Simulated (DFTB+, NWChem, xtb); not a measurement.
**PH3S (SMILES [PH3]=S): methods side by side**

The species is PH3S (5 atoms), meant as a singlet with charge 0. As SMILES, `[PH3]=S`. Geometry: relaxed at GFN2-xTB.

Quantity: the dipole moment, in D. The values are calculated.

```csv
level,kind,program,value (D)
DFTB2,semi-empirical,DFTB+,2.18
GFN2-xTB,semi-empirical,xtb,4.14
GFN0-xTB,semi-empirical,xtb,6.37
GFN1-xTB,semi-empirical,xtb,3.85
HF/STO-3G,Hartree–Fock,NWChem,4.43
HF/3-21G,Hartree–Fock,NWChem,5.04
HF/def2-SVP,Hartree–Fock,NWChem,4.27
PBE/6-31G** (spherical functions),GGA,NWChem,3.73
B3LYP/3-21G,global hybrid,NWChem,4.32
B3LYP/6-31G* (spherical functions),global hybrid,NWChem,3.87
```

The values span 2.18 to 6.37 D. Magnitudes only. Sets without polarisation functions give poor dipoles. Without the sets that lack polarisation functions the rows with a basis span only 3.73 to 4.27 D.
